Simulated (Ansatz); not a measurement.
# C5H10O: the cost of one run

Program: Ansatz 0.2.0. Level of theory: RKS PBE/6-31G*. These are calculated values, not measurements.

**1. The starting structure**

Bond lengths (14 of 15 bonds, heavy atoms first): C1–C2 1.482 Å, C2–C3 1.500 Å, C3–O4 1.195 Å, C3–C5 1.551 Å, C5–C6 1.542 Å, C1–H7 1.065 Å, C1–H8 1.150 Å, C1–H9 1.059 Å, C2–H10 1.092 Å, C2–H11 1.078 Å, C5–H12 1.074 Å, C5–H13 1.040 Å, C6–H14 1.107 Å, C6–H15 1.085 Å. Angles (14 of 27 angles, heavy atoms first): C1–C2–C3 112.3°, C2–C3–O4 127.5°, C2–C3–C5 114.6°, O4–C3–C5 117.9°, C3–C5–C6 112.2°, C1–C2–H10 107.6°, C1–C2–H11 111.1°, C3–C2–H10 107.9°, C3–C2–H11 107.4°, C2–C1–H7 113.9°, C2–C1–H8 107.5°, C2–C1–H9 113.2°, C3–C5–H12 108.9°, C3–C5–H13 107.5°.

Coordinates:

```xyz
16

C    -2.2028   -1.1543   -0.4955
C    -0.8185   -0.7636   -0.8533
C    -0.1692    0.0702    0.2117
O    -0.6424    0.4163    1.2530
C     1.3086    0.4466   -0.0736
C     1.9213    1.2955    1.0581
H    -2.2767   -1.6855    0.4250
H    -2.8155   -0.1880   -0.3799
H    -2.6977   -1.6881   -1.2649
H    -0.2355   -1.6801   -0.9648
H    -0.8014   -0.1903   -1.7659
H     1.3507    1.0328   -0.9731
H     1.8362   -0.4394   -0.2071
H     1.3403    2.2228    1.2287
H     2.9565    1.5198    0.8218
H     1.9232    0.7627    2.0240
```

**2. Relaxing end A**

Contents of input.yaml:

```yaml
crystal:
  periodic: [false, false, false]
  atoms:
    - { symbol: C, position_ang: [-2.2028, -1.1543, -0.4955] }
    - { symbol: C, position_ang: [-0.8185, -0.7636, -0.8533] }
    - { symbol: C, position_ang: [-0.1692, 0.0702, 0.2117] }
    - { symbol: O, position_ang: [-0.6424, 0.4163, 1.253] }
    - { symbol: C, position_ang: [1.3086, 0.4466, -0.0736] }
    - { symbol: C, position_ang: [1.9213, 1.2955, 1.0581] }
    - { symbol: H, position_ang: [-2.2767, -1.6855, 0.425] }
    - { symbol: H, position_ang: [-2.8155, -0.188, -0.3799] }
    - { symbol: H, position_ang: [-2.6977, -1.6881, -1.2649] }
    - { symbol: H, position_ang: [-0.2355, -1.6801, -0.9648] }
    - { symbol: H, position_ang: [-0.8014, -0.1903, -1.7659] }
    - { symbol: H, position_ang: [1.3507, 1.0328, -0.9731] }
    - { symbol: H, position_ang: [1.8362, -0.4394, -0.2071] }
    - { symbol: H, position_ang: [1.3403, 2.2228, 1.2287] }
    - { symbol: H, position_ang: [2.9565, 1.5198, 0.8218] }
    - { symbol: H, position_ang: [1.9232, 0.7627, 2.024] }
basis:
  gaussian: { orbitals: "6-31G*" }
hamiltonian:
  xc: pbe
relax:
  f_tol: 0.02
  max_steps: 50
```

Launch:

```console
ansatz run input.yaml --threads 2 --pin off --max-ram 3072MiB --backend cpu --events-out ev --progress --plain --runs-dir out
```

**Question.** How long does this run take on 2 threads of Intel Xeon Platinum 8488C (Sapphire Rapids), shared host, and how much memory does it need?

About 9.9 s, with a peak of 0.17 GiB.
